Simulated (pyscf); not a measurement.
PySCF, gas phase, ωB97X-D3(BJ)/def2-SVP geometries. MP2 and CC: frozen core, UHF for open shells. ΔMP2 is the change of the MP2 total energy from the triple- to the quadruple-zeta basis.

Q: Estimate the classical barrier height and the reaction energy of •HC=CH–CH₃ (SMILES [CH]=CC) → H₂C=C•–CH₃ (SMILES C=[C]C) at CCSD(T)/def2-TZVPP + ΔMP2(QZVPP). The step runs on the doublet surface, breaks C–H and forms C–H; take the reactant's lowest minimum found as zero.

A: ΔE‡ = 47.6 kcal/mol, ΔE = -3.8 kcal/mol. Zero-point energy shifts the barrier by -4.1 kcal/mol. It is a hydrogen shift, with an imaginary mode of 2164i cm⁻¹. The same reactants have a lower exit, to HC≡CH + CH₃• (no saddle counted: cutting one bond, which may have a small barrier of its own, costs +30.9 kcal/mol at ωB97M-D3(BJ), against +47.1 kcal/mol here). •HC=CH–CH₃ lies 24.7 kcal/mol over its isomer •H₂C–CH=CH₂, and others may lie lower still (electronic energy, ωB97M-D3(BJ)). H₂C=C•–CH₃ lies 20.3 kcal/mol over its isomer •H₂C–CH=CH₂, and others may lie lower still (electronic energy, ωB97M-D3(BJ)). One saddle was located; it need not be the lowest between these sides. The CCSD(T) − MP2 part came from Ansatz, without density fitting, on the same reference. A UHF reference is spin-contaminated (<S²> up to 0.95), which harms MP2 most.
